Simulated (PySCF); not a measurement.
**State search for NaCl**

Unrestricted PBE0; Na def2-TZVP, Cl def2-TZVP; no relativity (PySCF 2.14). Outer shells of the fragments: Na 3s1; Cl 3s2 3p5.

Followed along the bond (rough minima from three points):

```tsv
2Ms+1	unpaired	⟨S²⟩ at the start	R at minimum (Å)	Te (eV)
1	none	0.00	2.37	0.00
3	σ ↑, π ↑	2.00	none in the scan	≤ 4.17
```

Solutions found at the starting distance of 2.545 Å, counted from the lowest of them; the search is not exhaustive and high or unbound solutions are not listed, so other states can lie among these:

```csv
2Ms+1,unpaired,term,E (eV),⟨S²⟩,⟨Lz²⟩,μ (D)
1,none,¹Σ⁺,0.00,0.00,0.00,-9.47
3,"σ ↑, π ↑",³Π,4.20,2.00,1.01,2.64
1,"σ ↑, π ↓",mixed,4.23,1.00,1.01,2.83
3,σ ↑↑,³Σ⁺,4.52,2.00,0.00,2.64
3,π ↑↑,mixed,5.76,2.00,2.01,1.03
3,π ↑↑,mixed,5.85,2.00,2.01,1.22
3,"σ ↑, π ↑",³Π,6.22,2.00,1.00,1.05
```

A term symbol is given only where ⟨S²⟩ and ⟨Lz²⟩ are close to those of a pure state; real π, δ and φ orbitals otherwise mix terms. A positive dipole means Na(−)Cl(+).

Counting both spins, an empty level lies below a filled one in some of these solutions, because spin and occupation are held.
